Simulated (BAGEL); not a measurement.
# Si2H6 (disilane): HF/aug-cc-pVDZ (density fitting with qzvpp-jkfit)

Aim: the energy change on altering one bond length of Si2H6 (disilane) at HF/aug-cc-pVDZ (density fitting with qzvpp-jkfit), from 2 runs. 

The results are computed with BAGEL 1.2.2.

1 further run of the same task is left out (set aside as unsound or not needed). Runs told in other sessions of the task aren't counted.

## Step 1: The system as given

Si2H6: 8 atoms, total charge 0, spin state singlet. SMILES: `[SiH3][SiH3]`. The shape is that of a PBE0-D4/def2-TZVP optimisation.

Bond lengths: Si1–Si2 2.338 Å, Si1–H3 1.488 Å, Si1–H4 1.488 Å, Si1–H5 1.488 Å, Si2–H6 1.488 Å, Si2–H7 1.488 Å, Si2–H8 1.488 Å. Some angles: Si1–Si2–H6 110.3°, Si1–Si2–H7 110.3°, Si1–Si2–H8 110.3°, Si2–Si1–H3 110.3°, Si2–Si1–H4 110.3°, Si2–Si1–H5 110.3°, H6–Si2–H7 108.7°, H6–Si2–H8 108.7°, H7–Si2–H8 108.7°, H3–Si1–H4 108.7°.

## Step 2: The energy at HF/aug-cc-pVDZ (density fitting with qzvpp-jkfit)

calc.json

```json
{ "bagel": [

{
  "title": "molecule",
  "basis": "aug-cc-pvdz.json",
  "df_basis": "qzvpp-jkfit",
  "angstrom": true,
  "geometry": [
    { "atom": "Si", "xyz": [   -0.340500,    0.490200,   -1.004900 ] },
    { "atom": "Si", "xyz": [    0.363500,   -0.504400,    0.991000 ] },
    { "atom": "H", "xyz": [    0.833900,    0.948200,   -1.794900 ] },
    { "atom": "H", "xyz": [   -1.112900,   -0.483900,   -1.821900 ] },
    { "atom": "H", "xyz": [   -1.208000,    1.664100,   -0.717900 ] },
    { "atom": "H", "xyz": [    1.139000,    0.468600,    1.806300 ] },
    { "atom": "H", "xyz": [    1.228100,   -1.680500,    0.704000 ] },
    { "atom": "H", "xyz": [   -0.811000,   -0.959200,    1.782600 ] }
  ]
},
{
  "title": "hf"
},
{
  "title": "print",
  "file": "orbitals.molden",
  "orbitals": true
}

]}
```

The basis set aug-cc-pVDZ is read from a file made from the Basis Set Exchange's data (not shown).

Command:

```bash
BAGEL_NUM_THREADS=1 BAGEL calc.json > calc.out
```

The program printed:

```text
* using 1 threads per process

  ===============================================================
  ===============================================================

  *** Geometry ***

  { "atom" : "Si", "xyz" : [     -0.643452,      0.926344,     -1.898986 ] },
  { "atom" : "Si", "xyz" : [      0.686915,     -0.953178,      1.872719 ] },
  { "atom" : "H", "xyz" : [      1.575843,      1.791838,     -3.391869 ] },
  { "atom" : "H", "xyz" : [     -2.103076,     -0.914438,     -3.442892 ] },
  { "atom" : "H", "xyz" : [     -2.282789,      3.144693,     -1.356634 ] },
  { "atom" : "H", "xyz" : [      2.152398,      0.885526,      3.413412 ] },
  { "atom" : "H", "xyz" : [      2.320773,     -3.175685,      1.330367 ] },
  { "atom" : "H", "xyz" : [     -1.532568,     -1.812625,      3.368626 ] },

  Number of auxiliary basis functions:      364

  Since a DF basis is specified, we compute 2- and 3-index integrals:
    o Being stored without compression. Storage requirement is 0.034 GB

  Number of basis functions:      108
  Number of electrons      :       34

    * METHOD: MOLECULE                             0.49

  *** RHF ***

  === Nuclear Repulsion ===
    90.7730811600

      * DIIS with orbital gradients will be used.

  === RHF iteration (aug-cc-pvdz.json) ===
      0       -581.28307303          0.00871436           0.17
      1       -581.33493131          0.00263856           0.18
      2       -581.34026101          0.00066144           0.15
      3       -581.34055386          0.00009794           0.14
      4       -581.34056252          0.00001628           0.13
      5       -581.34056275          0.00000170           0.10
      6       -581.34056275          0.00000036           0.10
      7       -581.34056275          0.00000003           0.10
      8       -581.34056275          0.00000001           0.16
    * SCF iteration converged.

    * Permanent dipole moment:
           (    0.000050,    -0.000054,    -0.000058) a.u.

    * METHOD: HF                                   1.68

    * METHOD: PRINT                                0.08

  ===============================================================
```

Wall time 2.8 s (1 thread of AMD EPYC, shared host); peak memory 0.11 GiB.

## Step 3: The distorted shape at the same level

calc.json

```json
{ "bagel": [

{
  "title": "molecule",
  "basis": "aug-cc-pvdz.json",
  "df_basis": "qzvpp-jkfit",
  "angstrom": true,
  "geometry": [
    { "atom": "Si", "xyz": [   -0.080242,    0.138019,   -1.091003 ] },
    { "atom": "Si", "xyz": [    0.623758,   -0.856581,    0.904897 ] },
    { "atom": "H", "xyz": [    1.094158,    0.596019,   -1.881003 ] },
    { "atom": "H", "xyz": [   -0.852642,   -0.836081,   -1.908003 ] },
    { "atom": "H", "xyz": [   -1.208000,    1.664100,   -0.717900 ] },
    { "atom": "H", "xyz": [    1.399258,    0.116419,    1.720197 ] },
    { "atom": "H", "xyz": [    1.488358,   -2.032681,    0.617897 ] },
    { "atom": "H", "xyz": [   -0.550742,   -1.311381,    1.696497 ] }
  ]
},
{ "title": "hf" },
{ "title": "print", "file": "orbitals.molden", "orbitals": true }

]}
```

The basis set aug-cc-pVDZ is read from a file made from the Basis Set Exchange's data (not shown).

Command:

```bash
BAGEL_NUM_THREADS=1 BAGEL calc.json > calc.out
```

The program printed:

```text
* using 1 threads per process

  ===============================================================
  ===============================================================

  *** Geometry ***

  { "atom" : "Si", "xyz" : [     -0.151635,      0.260818,     -2.061697 ] },
  { "atom" : "Si", "xyz" : [      1.178732,     -1.618703,      1.710008 ] },
  { "atom" : "H", "xyz" : [      2.067659,      1.126313,     -3.554581 ] },
  { "atom" : "H", "xyz" : [     -1.611260,     -1.579964,     -3.605603 ] },
  { "atom" : "H", "xyz" : [     -2.282789,      3.144693,     -1.356634 ] },
  { "atom" : "H", "xyz" : [      2.644214,      0.220000,      3.250701 ] },
  { "atom" : "H", "xyz" : [      2.812589,     -3.841210,      1.167656 ] },
  { "atom" : "H", "xyz" : [     -1.040752,     -2.478151,      3.205915 ] },

  Number of auxiliary basis functions:      364

  Since a DF basis is specified, we compute 2- and 3-index integrals:
    o Being stored without compression. Storage requirement is 0.034 GB

  Number of basis functions:      108
  Number of electrons      :       34

    * METHOD: MOLECULE                             0.45

  *** RHF ***

  === Nuclear Repulsion ===
    89.3137342268

      * DIIS with orbital gradients will be used.

  === RHF iteration (aug-cc-pvdz.json) ===
      0       -581.24208326          0.00877308           0.16
      1       -581.29594364          0.00265172           0.16
      2       -581.30141656          0.00075852           0.12
      3       -581.30183422          0.00009737           0.12
      4       -581.30184272          0.00001647           0.13
      5       -581.30184299          0.00000240           0.13
      6       -581.30184299          0.00000045           0.10
      7       -581.30184299          0.00000016           0.10
      8       -581.30184299          0.00000003           0.10
      9       -581.30184299          0.00000001           0.12
     10       -581.30184299          0.00000000           0.15
    * SCF iteration converged.

    * Permanent dipole moment:
           (   -0.206887,     0.280996,     0.015486) a.u.

    * METHOD: HF                                   1.79

    * METHOD: PRINT                                0.09

  ===============================================================
```

Wall time 2.9 s (1 thread of AMD EPYC, shared host); peak memory 0.11 GiB.

## Step 4: Outcome

At HF/aug-cc-pVDZ (density fitting with qzvpp-jkfit):

| quantity | value |
| --- | --- |
| first shape: total energy | -581.34056 Eh |
| first shape: dipole moment | 0.00 D |
| first shape: HOMO energy | -11.01 eV |
| first shape: LUMO energy | 1.06 eV |
| first shape: HOMO–LUMO gap | 12.07 eV |
| distorted shape: total energy | -581.30184 Eh |
| distorted shape: dipole moment | 0.89 D |
| distorted shape: HOMO energy | -10.87 eV |
| distorted shape: LUMO energy | 1.01 eV |
| distorted shape: HOMO–LUMO gap | 11.88 eV |
| energy change with the Si1–H5 bond stretched from 1.488 to 1.934 Å | 1.054 eV |

With the Si1–H5 bond stretched from 1.488 to 1.934 Å the energy rises by 1.05 eV (24 kcal/mol). The first shape isn't relaxed at this level, so the change isn't measured from a minimum.
